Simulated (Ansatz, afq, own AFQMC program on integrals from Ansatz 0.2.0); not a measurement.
## AlBH, doublet: AFQMC among the cluster methods

```xyz
3

B     0.0000   -0.1087    0.9204
Al    0.0000    0.0002   -3.0171
H     0.0000    0.1086    2.0967
```

Connectivity, by distances: BH ··· Al.

Basis 6-31G. Noble-gas cores (and the filled d shells of Ga–Kr and In–Xe) are frozen. AFQMC by an in-house program on the Cholesky factors that Ansatz 0.2.0 writes for its CCSD(T) run. ph-AFQMC/CISD is guided by a CISD state made of CCSD amplitudes; releasing the constraint for a short imaginary time cuts its bias at the price of noise, slowly where states lie close. ± is one standard error of the sampling.

Determinant: ROHF, the one that the program's search chose, which needn't be the lowest solution. The geometry is a point of a scan.

Full CI on the same integrals is exact in this basis and with this determinant's frozen core.

The T1 diagnostic is 0.0192, the weight of the determinant in the CISD state is 0.878 and the size of the correlated space is 7 electrons in 18 orbitals.

```
  level  correlation energy (eV)
    MP2                  -1.5080
   CCSD                  -2.4553
CCSD(T)                  -2.4838
```

Task: Estimate where phaseless AFQMC with the Hartree–Fock trial lies against CCSD(T) on the same integrals.

Result: 5.7 ± 1.6 kJ/mol above CCSD(T).

Reference: full CI, correlation energy -2.500 eV. The released energy is read at 2.40 1/Eh (meV from the phaseless value at times in 1/Eh: 0.7 ± 1.3 at 0.24, -2.3 ± 1.7 at 0.51, -5.5 ± 1.9 at 0.99, -4.5 ± 2.1 at 1.62, -5.4 ± 1.8 at 2.40).

```json
{"level": "CCSD(T)", "E − E(reference) (kJ/mol)": "1.6", "share of correlation (%)": "99.35"}
{"level": "CCSDT", "E − E(reference) (kJ/mol)": "0.2", "share of correlation (%)": "99.91"}
{"level": "CCSDT(Q)", "E − E(reference) (kJ/mol)": "0.1", "share of correlation (%)": "99.97"}
{"level": "CCSDTQ", "E − E(reference) (kJ/mol)": "0.0", "share of correlation (%)": "100.00"}
{"level": "ph-AFQMC/HF", "E − E(reference) (kJ/mol)": "7.3 ± 1.6", "share of correlation (%)": "96.99"}
{"level": "ph-AFQMC/CISD", "E − E(reference) (kJ/mol)": "1.2 ± 0.2", "share of correlation (%)": "99.50"}
{"level": "released AFQMC", "E − E(reference) (kJ/mol)": "0.7 ± 0.2", "share of correlation (%)": "99.71"}
```

CCSDT and higher add their correlation energy to the determinant of the CCSD(T) run, since their own runs factorise the integrals more tightly (a shift of under 2 meV). A walk keeps the symmetry of its determinant, which the program's search chose and which needn't be the lowest solution, so a lower state of the same spin and another symmetry isn't excluded. Released energies are given only where the last usable release times agree within the noise; a slower fall can still hide under it.
